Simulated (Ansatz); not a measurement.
# NH2 radical: geometry and frequencies at several levels

Aim: geometry and frequencies at several levels, for NH2 radical, with the cost of each level. Spin multiplicity 2.

Computed with Ansatz 0.2.0 (the levels named in each step, unless a step's input says otherwise).

## (1) Starting point

Bond lengths: N1–H2 1.012 Å, N1–H3 1.012 Å. Angles: H2–N1–H3 111.4°.

As a file:

```xyz
3

N     0.0004    0.0717   -0.0006
H    -0.8385   -0.4941   -0.0012
H     0.8332   -0.5028    0.0091
```

## (2) A rough first relaxation, PBE-D4/def2-SVP

The input, input.yaml:

```yaml
crystal:
  periodic: [false, false, false]
  atoms:
    - { symbol: "N", position_ang: [0.00038, 0.07174, -0.00057] }
    - { symbol: H, position_ang: [-0.83847, -0.49408, -0.00118] }
    - { symbol: H, position_ang: [0.8332, -0.50283, 0.00909] }
magnetization:
  spin_polarized: true
  initial_magnetization: 1
basis:
  gaussian: { orbitals: def2-SVP }
hamiltonian:
  xc: pbe
  dispersion: d4
relax:
  f_tol: 0.03
  max_steps: 200
```

Run with:

```console
> ansatz run input.yaml --threads 2 --pin off --max-ram 5120MiB --backend cpu --events-out ev --progress --plain --runs-dir out
```

After this run come: Relaxation, PBE0-D4/def2-TZVPP; Relaxation, CCSD(T)/cc-pV(T+d)Z; Frequencies, CCSD(T)/cc-pV(T+d)Z; Relaxation, CCSD(T)/cc-pwCVTZ, all electrons; Relaxation, CCSD(T)/cc-pwCVQZ, all electrons.

Q: Predict the outcome of this session. Wanted: N1–H2 at CCSD(T)/cc-pwCVQZ, all electrons; N1–H3 at CCSD(T)/cc-pwCVQZ, all electrons; frequencies at CCSD(T)/cc-pV(T+d)Z.

**Answer**, as computed:

```
                                 quantity              value
N1–H2 at CCSD(T)/cc-pwCVQZ, all electrons            1.024 Å
N1–H3 at CCSD(T)/cc-pwCVQZ, all electrons            1.024 Å
       frequencies at CCSD(T)/cc-pV(T+d)Z  1558 to 3458 cm⁻¹
```

In words: The N–H distance spreads over 0.003 Å, from CCSD(T)/cc-pwCVQZ, all electrons (shortest) to CCSD(T)/cc-pV(T+d)Z. No mode is imaginary, so the geometry is a minimum.
